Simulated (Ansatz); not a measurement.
## singlet SiC2: levels of theory in one basis

```yaml
atoms:
  - { symbol: C, position_ang: [0.0000, 0.6240, -0.6863] }
  - { symbol: Si, position_ang: [0.0000, -1.2480, 0.0000] }
  - { symbol: C, position_ang: [0.0000, 0.6240, 0.6863] }
```

Basis set: def2-SVP (spherical functions). Left uncorrelated: 7 orbitals. Charge 0, multiplicity 1.

Computed with Ansatz (development build ahead of 0.2.0); each method stands on the lowest determinant of its kind that the runs found.

```tsv
method	E − E(RHF) (eV)	<S²> of the determinant
RHF	0.00	0.00
UHF	-0.12	0.47
UHF-MP2	-8.24	0.47
RHF-CCSD(T)	-9.82	–
UHF-CCSD(T)	-9.78	0.47
```

(1) What does RHF-MP2 give on the same scale?

(2) Is a single determinant a sound starting point here?

Results:

(1) -8.74 eV.

(2) Only with care. Unrestricted orbitals gain 0.12 eV and <S²> is 0.47 against 0.00 for a pure state, so spin symmetry breaks but gains little energy; restricted orbitals can still serve.

Caution for UHF, UHF-MP2, UHF-CCSD(T): the unrestricted determinant is spin contaminated. Caution for UHF-MP2, UHF-CCSD(T): a plain start can end on a higher determinant.
